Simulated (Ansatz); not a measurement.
[Br···H···CH₂], triplet: the ladder up to UCCSDT(Q)

Geometry: a point of a hydrogen-transfer path between rigid fragments, not a stationary point.

```yaml
atoms:
  - { symbol: Br, position_ang: [-0.4467, 0.0000, 0.0000] }
  - { symbol: H, position_ang: [0.8743, 0.0000, 0.0000] }
  - { symbol: C, position_ang: [2.4223, 0.0000, 0.0000] }
  - { symbol: H, position_ang: [2.8368, 0.0000, 0.9962] }
  - { symbol: H, position_ang: [2.8368, 0.0000, -0.9962] }
```

Basis cc-pVDZ; Ansatz 0.2.0. Correlated methods freeze the noble-gas cores and the filled d shells of p-block atoms, which leaves 14 electrons in 41 orbitals. R marks a restricted (for open shells ROHF) determinant, U an unrestricted one. Active spaces: pair = (4e, 4o) about the gap; valence = (14e, 11o) chosen from the atoms' valence shells. No spin–orbit coupling is included, and no scalar relativity.

Full CI isn't at hand for all of this; UCCSDT(Q) serves as the reference, and is uncertain by about the last step of the cluster series. The frozen core follows each run's orbitals, which can shift R against U totals by a few meV for light atoms and by up to 0.1 eV past Ca.

- UHF ⟨S²⟩: 2.025
- T1 diagnostic (RCCSD): 0.0194
- largest doubles amplitude (RCCSD): 0.045
- T1 diagnostic (UCCSD): 0.0107

```
   level  E − E(RHF) (eV)
     UHF          -0.2067
    UMP2          -6.4159
   UCCSD          -7.3432
UCCSD(T)          -7.4717
```

Estimate how far UCCSDT(Q) in cc-pVDZ lies from UCCSD(T). The table doesn't fix it; the size of (T) and the diagnostics are the guide.

UCCSDT(Q) in cc-pVDZ lies 2.7 kJ/mol below UCCSD(T), which is 21 % of the (T) step (-12.4 kJ/mol). The diagnostics are small and one determinant leads, so the series closes fast and only a small part of (T) is left.

The other levels:

```tsv
level	E − E(UCCSDT(Q)) (kJ/mol)	share of correlation (%)	wall time
UCCSDT	0.9	99.88	–
```

The correlation energy at UCCSDT(Q), counted from RHF, is -7.499 eV. That run took 19 s on 1 thread of AMD EPYC 9R45, shared host.

Run but not shown, since their state or frozen core can't be matched to the reference's or they repeat it: RHF, RMP2, CISD, RCCSD, RCCSD(T), BCCD(T), RCCSDT, RCCSDT(Q), CASSCF (pair space), NEVPT2 (pair space), MRCISD (pair space), MRCISD+Q (pair space), CASSCF (valence space), NEVPT2 (valence space), MRCISD (valence space), MRCISD+Q (valence space).

Times hold each run's SCF and search for its determinant on a shared host, so for small cases they say little of a method's own cost; they ran on 1 thread of AMD EPYC 9R45.

Natural occupations of CASSCF (valence space) about the gap: 1.980 1.978 1.977 1.001 1.000 0.026 0.022 0.018; effectively unpaired electrons, Σ n²(2−n)², 2.01.
